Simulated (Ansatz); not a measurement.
in.yaml

```yaml
crystal:
  periodic: [false, false, false]
  atoms:
    - {symbol: Cl, position_ang: [0.000000, 0.000000, -1.783667]}
    - {symbol: H, position_ang: [0.000000, 0.000000, 0.147333]}
    - {symbol: S, position_ang: [0.000000, 0.000000, 1.636333]}
basis:
  gaussian: {orbitals: cc-pVDZ}
magnetization: {spin_polarized: true, initial_magnetization: 2}
hamiltonian: {xc: {name: PBE}}
correlation: {method: rpa, electrons: outside_noble_gas}
```

```sh
$ ansatz run in.yaml --threads 1 --pin off --events-out ev --progress --plain --max-ram 2393MiB
```

Output:

```
432 factors; integrals over basis functions are off by at most 1.9e-3 eV
mean field evaluation 1: about -23358.6030 eV, gradient 1.8e1 eV
mean field evaluation 2: about -23358.6018 eV, gradient 1.8e1 eV
mean field evaluation 4: about -23342.0299 eV, gradient 4.0e1 eV
mean field evaluation 8: about -23360.0336 eV, gradient 1.2e1 eV
mean field evaluation 16: about -23361.9902 eV, gradient 2.4e-6 eV
mean field evaluation 32: about -23361.2550 eV, gradient 2.5e0 eV
mean field evaluation 64: about -23361.0464 eV, gradient 1.9e-2 eV
mean field evaluation 96: about -23361.9847 eV, gradient 3.5e-1 eV
mean field evaluation 128: about -23361.7034 eV, gradient 3.2e0 eV
mean field evaluation 160: about -23361.7242 eV, gradient 1.5e0 eV
mean field -23361.99022685 eV, -858.5373055110 hartree, gradient 2.4e-6 eV, S^2 2.002536; 12 other end points of the search recorded, 0 dependent functions left out
10 core orbitals not correlated: weight in the atoms' cores, before any rotation towards them, 1.000 or more for the frozen orbitals, at most 0.000 for the correlated occupied ones
reference -23332.29264336 eV, -857.4459394475 hartree; 8, 6 occupied and 23, 25 virtual orbitals, 432 factors
Total energy: -23346.38148368 eV, -857.9636947797 hartree
```

Ran on 1 thread of Intel Xeon Platinum 8375C, shared host: 6.5 s wall, 0.15 GiB peak host memory.
